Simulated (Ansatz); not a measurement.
# FNSi: the cost of one run

Program: Ansatz 0.2.0, Gaussian basis. Level of theory: def2-QZVPP, core rule «outside noble gas», up to 7 orbitals frozen. These are calculated values, not measurements.

The runs, in order: UHF; ROHF; CCSD(T) on UHF.

2 further runs of the same task are left out: 2 set aside as unsound or not needed.

## (1) What is computed

The geometry is a PBE0/def2-TZVP stationary point (not a proven minimum) of the parent state, kept for this charge and spin.

3 atoms, charge 1, spin multiplicity 4.

Atoms are counted from 1 here; the program's logs count them from 0.

Bond lengths: F1–Si3 1.593 Å, N2–Si3 1.670 Å. Angles: F1–Si3–N2 114.3°.

## (2) UHF

in.yaml reads:

```yaml
crystal:
  periodic: [false, false, false]
  atoms:
    - {symbol: F, position_ang: [0.000000, 0.363379, 1.250957]}
    - {symbol: N, position_ang: [0.000000, 0.458595, -1.488424]}
    - {symbol: Si, position_ang: [0.000000, -0.474516, -0.103907]}
basis:
  gaussian: {orbitals: "def2-QZVPP.json"}
total_charge: 1
magnetization: {spin_polarized: true, initial_magnetization: 3}
hamiltonian: {xc: hf}
output: {orbitals: {seedname: orbitals}}
```

Started as:

```
ansatz run in.yaml --threads 1 --pin off --events-out ev --progress --plain --max-ram 2393MiB
```

Q: Estimate wall time and peak memory on 1 thread of Arm Neoverse V2, shared host.

About 9.5 s, with a peak of 0.4 GiB.
